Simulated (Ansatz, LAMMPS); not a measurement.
## Ladder of methods for the bulk modulus of hcp Os

Reference value: 425 GPa (measured, zero-point energy and finite temperature contributions removed; as tabulated in doi:10.1021/acs.jctc.3c00612).

```csv
level (code),value (GPa),cell (Å³/atom)
Lennard-Jones uff-vdw (LAMMPS),0.89,19.71
LDA (Ansatz),448,13.70
BLYP (Ansatz),344,14.90
PBE (Ansatz),?,14.28
PBEsol (Ansatz),431,13.89
revPBE (Ansatz),?,14.38
PBE-D3(BJ) (Ansatz),?,14.01
PBEsol-D3(BJ) (Ansatz),?,13.64
rVV10 (Ansatz),375,14.64
r²SCAN (Ansatz),427,14.02
r²SCAN-D4 (Ansatz),434,13.95
r²SCAN+rVV10 (Ansatz),438,13.91
```

Question: Complete the blanks.

Answer: 
- PBE (Ansatz, a first-principles code), value (GPa): 397
- revPBE (Ansatz), value (GPa): 387
- PBE-D3(BJ) (Ansatz), value (GPa): 418
- PBEsol-D3(BJ) (Ansatz), value (GPa): 453

Errors against the reference: Lennard-Jones uff-vdw -100 %, LDA +5.4 %, BLYP -19.1 %, PBE -6.6 %, PBEsol +1.4 %, revPBE -8.9 %, PBE-D3(BJ) -1.6 %, PBEsol-D3(BJ) +6.6 %, rVV10 -11.8 %, r²SCAN +0.5 %, r²SCAN-D4 +2.1 %, r²SCAN+rVV10 +3.1 %.

Leaving aside Lennard-Jones uff-vdw (doubt noted below): Once the reference is moved by up to 1.7 % (a margin picked here for doubts on the reference and the settings) and values within 1.7 % count as equal, the nearest can be r²SCAN (+0.5 %), PBEsol (+1.4 %), PBE-D3(BJ) (-1.6 %), r²SCAN-D4 (+2.1 %) or r²SCAN+rVV10 (+3.1 %). Among them BLYP (-19.1 %) misses by most. Within 15 %: LDA, PBE, PBEsol, revPBE, PBE-D3(BJ), PBEsol-D3(BJ), rVV10, r²SCAN, r²SCAN-D4, r²SCAN+rVV10.

Density-functional levels without +SOC have no spin–orbit coupling. Lennard-Jones uff-vdw: this is a force field's van der Waals term alone, without bonds or charges. Each level is taken at its own relaxed cell. Cutoffs differ between the levels. Ansatz's density-functional and Hartree–Fock values are scalar-relativistic unless marked +SOC, with PAW data made under PBE.

Differences are worked out from the printed values.
